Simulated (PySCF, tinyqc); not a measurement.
Worked calculation: FCI on RHF in the sto-3g basis, frozen core, for OH-, spin multiplicity 1. The basis has no diffuse functions, so it cannot describe the extra electron: this is an exercise in the method, not the real anion. The lowest restricted solution is unstable here: a spin-polarised one lies 0.0119 hartree lower (PySCF). Computed by tinyqc, a small Python program that keeps every step (integrals from PySCF). Settings: charge = -1, multiplicity = 1, basis = sto-3g, method = RHF, frozen orbitals = 1, energy threshold = 1e-10, iteration cap = 76, orthogonalisation = symmetric, start = atomic densities, DIIS depth = 6, ci = FCI. Command: `OMP_NUM_THREADS=1 python tinyqc.py 25664 25665 out.jsonl` (the two numbers bound the seeds that draw the settings). One thread of a shared host (Intel(R) Xeon(R) Processor @ 2.60GHz), about 0.2 s of CPU time with the checks. The early iterations of the SCF are left out here.

## One-electron integrals

Geometry (angstrom):
```
atom         x         y         z
O     0.000000  0.000000  0.000000
H     0.000000  0.000000  1.687000
```

Basis sto-3g: exponents (1/bohr^2) and contraction coefficients of normalised primitives:
```
element  l (shell)    exponent  coefficient
O            s (1)  130.709320     0.154329
O            s (1)   23.808861     0.535328
O            s (1)    6.443608     0.444635
O            s (2)    5.033151    -0.099967
O            s (2)    1.169596     0.399513
O            s (2)    0.380389     0.700115
O            p (3)    5.033151     0.155916
O            p (3)    1.169596     0.607684
O            p (3)    0.380389     0.391957
H            s (1)    3.425251     0.154329
H            s (1)    0.623914     0.535328
H            s (1)    0.168855     0.444635
```

Overlap, kinetic and nuclear-attraction integrals over the contracted functions; the nuclear repulsion is the sum of Za Zb / Rab.

nuclear repulsion = 2.50943550 hartree

overlap S, lower triangle:
```
           1O 1s     1O 2s    1O 2px    1O 2py    1O 2pz     2H 1s
1O 1s   1.000000
1O 2s   0.236704  1.000000
1O 2px  0.000000  0.000000  1.000000
1O 2py  0.000000  0.000000  0.000000  1.000000
1O 2pz  0.000000  0.000000  0.000000  0.000000  1.000000
2H 1s   0.010207  0.140835  0.000000  0.000000  0.145915  1.000000
```

kinetic energy T (hartree), lower triangle:
```
            1O 1s      1O 2s    1O 2px    1O 2py    1O 2pz     2H 1s
1O 1s   29.003200
1O 2s   -0.168011   0.808128
1O 2px   0.000000   0.000000  2.528731
1O 2py   0.000000   0.000000  0.000000  2.528731
1O 2pz   0.000000   0.000000  0.000000  0.000000  2.528731
2H 1s   -0.002766  -0.016179  0.000000  0.000000  0.009327  0.760032
```

nuclear attraction V (hartree), lower triangle:
```
             1O 1s      1O 2s     1O 2px     1O 2py     1O 2pz      2H 1s
1O 1s   -60.932134
1O 2s    -7.257329  -9.365585
1O 2px    0.000000   0.000000  -9.283965
1O 2py    0.000000   0.000000   0.000000  -9.283965
1O 2pz   -0.004998  -0.063056   0.000000   0.000000  -9.311394
2H 1s    -0.320333  -0.879015   0.000000   0.000000  -0.770247  -3.731634
```

core Hamiltonian H = T + V (hartree), lower triangle:
```
             1O 1s      1O 2s     1O 2px     1O 2py     1O 2pz      2H 1s
1O 1s   -31.928934
1O 2s    -7.425340  -8.557457
1O 2px    0.000000   0.000000  -6.755234
1O 2py    0.000000   0.000000   0.000000  -6.755234
1O 2pz   -0.004998  -0.063056   0.000000   0.000000  -6.782662
2H 1s    -0.323099  -0.895194   0.000000   0.000000  -0.760920  -2.971602
```

## Two-electron integrals

Functions are numbered as in S; the eight-fold symmetry (ij|kl) = (ji|kl) = (kl|ij) leaves the list below.

Two-electron integrals (ij|kl) in chemists' order, unique and non-zero (hartree):
```
(11|11) 4.785065   (21|11) 0.741380   (21|21) 0.136873   (22|11) 1.118947
(22|21) 0.256633   (22|22) 0.817206   (31|31) 0.024477   (32|31) 0.037809
(32|32) 0.180518   (33|11) 1.115814   (33|21) 0.256684   (33|22) 0.817023
(33|33) 0.880159   (41|41) 0.024477   (42|41) 0.037809   (42|42) 0.180518
(43|43) 0.047444   (44|11) 1.115814   (44|21) 0.256684   (44|22) 0.817023
(44|33) 0.785270   (44|44) 0.880159   (51|51) 0.024477   (52|51) 0.037809
(52|52) 0.180518   (53|53) 0.047444   (54|54) 0.047444   (55|11) 1.115814
(55|21) 0.256684   (55|22) 0.817023   (55|33) 0.785270   (55|44) 0.785270
(55|55) 0.880159   (61|11) 0.032337   (61|21) 0.005925   (61|22) 0.011057
(61|33) 0.011041   (61|44) 0.011041   (61|51) 0.000250   (61|52) 0.000474
(61|55) 0.011090   (61|61) 0.000259   (62|11) 0.100126   (62|21) 0.023348
(62|22) 0.085395   (62|33) 0.083935   (62|44) 0.083935   (62|51) 0.001701
(62|52) 0.014592   (62|55) 0.088229   (62|61) 0.001030   (62|62) 0.012505
(63|31) 0.002159   (63|32) 0.013587   (63|53) 0.002862   (63|63) 0.001580
(64|41) 0.002159   (64|42) 0.013587   (64|54) 0.002862   (64|64) 0.001580
(65|11) 0.083813   (65|21) 0.019763   (65|22) 0.077311   (65|33) 0.074233
(65|44) 0.074233   (65|51) 0.003292   (65|52) 0.024983   (65|55) 0.083380
(65|61) 0.000897   (65|62) 0.013797   (65|65) 0.016628   (66|11) 0.313101
(66|21) 0.074096   (66|22) 0.311796   (66|33) 0.303626   (66|44) 0.303626
(66|51) 0.004910   (66|52) 0.060533   (66|55) 0.327994   (66|61) 0.003265
(66|62) 0.065423   (66|65) 0.083675   (66|66) 0.774606
```

## Orthogonalisation

S = U s U^T; symmetric (Loewdin) form X = U s^(-1/2) U^T, so that X^T S X = 1.

eigenvalues of S: 0.717288  0.874844  1.000000  1.000000  1.115196  1.292672

X, lower triangle:
```
            1O 1s      1O 2s    1O 2px    1O 2py     1O 2pz     2H 1s
1O 1s    1.022060
1O 2s   -0.123729   1.030019
1O 2px   0.000000   0.000000  1.000000
1O 2py   0.000000   0.000000  0.000000  1.000000
1O 2pz  -0.001044   0.008171  0.000000  0.000000   1.008235
2H 1s    0.008014  -0.074001  0.000000  0.000000  -0.074916  1.016048
```

## Iteration 6 (converged): orbitals

converged F (hartree), lower triangle:
```
             1O 1s      1O 2s    1O 2px    1O 2py     1O 2pz     2H 1s
1O 1s   -19.652196
1O 2s    -5.026022  -1.895776
1O 2px    0.000000   0.000000  0.083264
1O 2py    0.000000   0.000000  0.000000  0.083264
1O 2pz   -0.007784   0.039881  0.000000  0.000000   0.570067
2H 1s    -0.222152  -0.213066  0.000000  0.000000  -0.181568  0.191268
```

Diagonalise F' = X^T F X, C = X C', fill 5 alpha and 5 beta electrons from the bottom; D = 2 C_occ C_occ^T. Each column has its largest component positive (the first on a tie).

F' = X^T F X (hartree), lower triangle:
```
            1          2         3         4          5         6
1  -19.289850
2   -2.628243  -1.000689
3    0.000000   0.000000  0.083264
4    0.000000   0.000000  0.000000  0.083264
5   -0.019907   0.068290  0.000000  0.000000   0.608834
6    0.005860  -0.140030  0.000000  0.000000  -0.249688  0.251488
```

orbital energies (hartree): MO1 -19.660063, MO2 -0.652855, MO3 0.083264, MO4 0.083264, MO5 0.133815, MO6 0.748886

coefficients C:
```
              MO1        MO2        MO3       MO4        MO5        MO6
1O 1s    0.994816  -0.261067   0.000000  0.000000   0.036226  -0.029206
1O 2s    0.021101   1.014878   0.000000  0.000000  -0.180319   0.137310
1O 2px   0.000000   0.000000   0.999913  0.013170   0.000000   0.000000
1O 2py   0.000000   0.000000  -0.013170  0.999913   0.000000   0.000000
1O 2pz   0.000569  -0.029396   0.000000  0.000000   0.413128   0.922322
2H 1s   -0.001717   0.075972   0.000000  0.000000   0.859077  -0.547465
```

D after iteration 6, lower triangle:
```
            1O 1s      1O 2s    1O 2px    1O 2py    1O 2pz     2H 1s
1O 1s    2.118256
1O 2s   -0.500985   2.125875
1O 2px   0.000000   0.000000  2.000000
1O 2py   0.000000   0.000000  0.000000  2.000000
1O 2pz   0.046413  -0.208633  0.000000  0.000000  0.343079
2H 1s    0.019158  -0.155684  0.000000  0.000000  0.705350  1.487577
```

Within a degenerate level the vectors are fixed only up to a rotation; this is one choice.

## Convergence

Stop when the energy changes by less than 1e-10 hartree and every element of the error matrix X^T (F D S - S D F) X is below 3e-06.

Course of the cycle:
```
iteration   E (hartree)     change  largest element of the error matrix
1          -78.76875962          -                             3.58e-01
2          -73.96905571   4.80e+00                             4.27e-02
3          -73.97083615  -1.78e-03                             3.52e-03
4          -73.97084464  -8.49e-06                             6.47e-04
5          -73.97084494  -3.01e-07                             8.00e-06
6          -73.97084494  -4.65e-11                             1.05e-07
```

PySCF RHF in the same basis = -73.97084494 hartree

Converged in 6 iterations.

## Integrals over molecular orbitals

(pq|rs) = sum C_ip C_jq C_kr C_ls (ij|kl), one index at a time.

one-electron integrals over orbitals h = C^T H C (hartree), lower triangle:
```
            1          2          3          4          5          6
1  -31.913163
2    0.629432  -7.196586
3    0.000000   0.000000  -6.755234
4    0.000000   0.000000   0.000000  -6.755234
5   -0.084036   0.406341   0.000000   0.000000  -3.847489
6    0.068956  -0.322748   0.000000   0.000000  -1.620704  -5.912536
```

Two-electron integrals over orbitals (pq|rs), unique and non-zero (hartree); the lowest 1 orbital is frozen and left out:
```
(22|22) 0.780500    (32|32) 0.169610    (33|22) 0.796151    (33|33) 0.880159
(42|42) 0.169610    (43|43) 0.047444    (44|22) 0.796151    (44|33) 0.785270
(44|44) 0.880159    (52|22) -0.057826   (52|33) -0.058230   (52|44) -0.058230
(52|52) 0.055859    (53|32) -0.019371   (53|53) 0.012627    (54|42) -0.019371
(54|54) 0.012627    (55|22) 0.421652    (55|33) 0.410158    (55|44) 0.410158
(55|52) 0.038462    (55|55) 0.614734    (62|22) 0.024176    (62|33) 0.033823
(62|44) 0.033823    (62|52) 0.068694    (62|55) 0.014883    (62|62) 0.130465
(63|32) 0.014657    (63|53) 0.017694    (63|63) 0.039091    (64|42) 0.014657
(64|54) 0.017694    (64|64) 0.039091    (65|22) 0.199153    (65|33) 0.197356
(65|44) 0.197356    (65|52) -0.054878   (65|55) -0.094587   (65|62) -0.003709
(65|65) 0.177770    (66|22) 0.695205    (66|33) 0.686079    (66|44) 0.686079
(66|52) -0.017184   (66|55) 0.504640    (66|62) 0.046628    (66|65) 0.131095
(66|66) 0.704263
```

## FCI: determinants and Hamiltonian

one-electron integrals dressed by the frozen orbital, h + 2 (pq|11) - (p1|1q) (hartree), lower triangle:
```
           2          3          4          5          6
2  -5.066185
3   0.000000  -4.550372
4   0.000000   0.000000  -4.550372
5   0.213543   0.000000   0.000000  -2.883740
6  -0.214798   0.000000   0.000000  -0.989061  -4.008702
```

energy of the frozen orbital, 2 h_11 + (11|11) = -59.07709929 hartree

Hartree-Fock energy = -73.97084494 hartree

Slater-Condon rules over spin orbitals, with the nuclear repulsion and the energy of the frozen orbital added and E(HF) subtracted on the diagonal. Only determinants linked to the reference directly or through others are kept (one block of an abelian symmetry group), so some states are absent.

Occupation strings over the orbitals (2 doubly, a alpha, b beta, 0 empty; spin orbitals ordered 1a 1b 2a 2b ...): 222220 2222ab 2a222b 2222ba 2b222a 222202 2a22b2 222022 220222 2b22a2 202222

H - E(HF) between determinants (hartree), lower triangle:
```
           222220     2222ab     2a222b     2222ba     2b222a     222202     2a22b2     222022
222220   0.000000
2222ab   0.000000   0.288201
2a222b   0.000000   0.013475   0.837002
2222ba   0.000000  -0.177770   0.003709   0.288201
2b222a   0.000000   0.003709  -0.130465   0.013475   0.837002
222202   0.177770   0.225682   0.054878  -0.225682  -0.054878   0.886119
2a22b2   0.003709  -0.054878   0.068058   0.031745  -0.068694  -0.069121   1.051273
222022   0.039091  -0.017694  -0.014657   0.017694   0.014657   0.012627   0.019371   0.249532
220222   0.039091  -0.017694  -0.014657   0.017694   0.014657   0.012627   0.019371   0.047444
2b22a2  -0.003709   0.031745  -0.068694  -0.054878   0.068058   0.069121  -0.055859  -0.019371
202222   0.130465  -0.068694   0.022452   0.068694  -0.022452   0.055859   0.027167   0.169610

           220222     2b22a2    202222
220222   0.249532
2b22a2  -0.019371   1.051273
202222   0.169610  -0.027167  1.768357
```

## FCI: roots

Diagonalise (each vector has its largest component positive (the first on a tie)); all determinants have Ms = 0, so triplets appear too. The lowest singlet root is the correlation energy.

lowest roots of this matrix, relative to E(HF) (hartree): -0.052273  0.109333  0.202088  0.243696  0.312753  0.707025  0.822623  0.996022

lowest vectors:
```
           root 1     root 2     root 3     root 4
222220   0.962002   0.000000   0.000000  -0.016751
2222ab   0.084242   0.706575   0.000000   0.279706
2a222b   0.011128  -0.020311   0.000000   0.045444
2222ba  -0.084242   0.706575   0.000000  -0.279706
2b222a  -0.011128  -0.020311   0.000000  -0.045444
222202  -0.220832   0.000000   0.000000  -0.219671
2a22b2  -0.007966   0.018432   0.000000  -0.021357
222022  -0.068409   0.000000   0.707107   0.624091
220222  -0.068409   0.000000  -0.707107   0.624091
2b22a2   0.007966   0.018432   0.000000   0.021357
202222  -0.043095   0.000000   0.000000  -0.104744
```

<S^2> of these roots: 0.000000  2.000000  0.000000  0.000000  0.000000  2.000000  0.000000  2.000000

weight of the ground state by excitation level 0, 1, 2, ...: 0.925449  0.014441  0.060110
